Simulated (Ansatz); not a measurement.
# SiHO (quartet): the correlation ladder, cc-pVDZ

Aim: climb from Hartree-Fock through coupled cluster for SiHO (quartet) at one geometry and basis, and see what each rung misses.

Program: Ansatz 0.2.0, Gaussian basis. Level of theory: cc-pVDZ, core rule «outside noble gas», up to 6 orbitals frozen. These are calculated values, not measurements.

To be run: UHF; CCSD(T) on ROHF; CCSD(T) on UHF; BCCD(T) on ROHF; CISD; CCSDT(Q) on ROHF; CCSDT(Q) on UHF.

30 further runs of the same task are left out: 9 for a known fault of the program, 6 that didn't finish, 15 set aside as unsound or not needed.

## 1. The system

The geometry is a PBE0/def2-TZVP stationary point (not a proven minimum) of the parent state, kept for this charge and spin.

3 atoms, charge 0, spin multiplicity 4.

Atoms are counted from 1 here; the program's logs count them from 0.

Bond lengths: Si1–O2 1.523 Å, Si1–H3 1.528 Å. Angles: O2–Si1–H3 118.9°.

## 2. UHF

in.yaml

```yaml
crystal:
  periodic: [false, false, false]
  atoms:
    - {symbol: Si, position_ang: [0.000000, -0.101589, 0.514766]}
    - {symbol: O, position_ang: [0.000000, 0.107669, -0.993765]}
    - {symbol: H, position_ang: [0.000000, 1.121646, 1.430812]}
basis:
  gaussian: {orbitals: cc-pVDZ}
magnetization: {spin_polarized: true, initial_magnetization: 3}
hamiltonian: {xc: hf}
output: {orbitals: {seedname: orbitals}}
```

Run with:

```console
$ ansatz run in.yaml --threads 1 --pin off --events-out ev --progress --plain --max-ram 2393MiB
```

The runs that follow: CCSD(T) on ROHF; CCSD(T) on UHF; BCCD(T) on ROHF; CISD; CCSDT(Q) on ROHF; CCSDT(Q) on UHF.

Before running them: what should the planned runs give, taken together? Wanted: UCCSDT(Q) below the RHF energy; RMP2 from UCCSDT(Q); UMP2 from UCCSDT(Q); RCCSD from UCCSDT(Q); RCCSD(T) from UCCSDT(Q); UCCSD(T) from UCCSDT(Q); RCCSDT(Q) from UCCSDT(Q); T1 diagnostic.

As calculated:

| quantity | value |
| --- | --- |
| UCCSDT(Q) below the RHF energy | -6.3328 eV |
| RMP2 from UCCSDT(Q) | +871.9 meV |
| UMP2 from UCCSDT(Q) | +868.5 meV |
| RCCSD from UCCSDT(Q) | +150.4 meV |
| RCCSD(T) from UCCSDT(Q) | +32.9 meV |
| UCCSD(T) from UCCSDT(Q) | +32.0 meV |
| RCCSDT(Q) from UCCSDT(Q) | +1.8 meV |
| levels within 1 kcal/mol (43 meV) | RCCSD(T), UCCSD(T), BCCD(T), RCCSDT, UCCSDT, RCCSDT(Q) |
| T1 diagnostic | 0.023 |

In words: RCCSD(T) misses by +32.9 meV, 0.5 % of the correlation energy. These misses are within one basis, not against nature; the frozen cores of restricted and unrestricted runs differ, which can shift their rows.
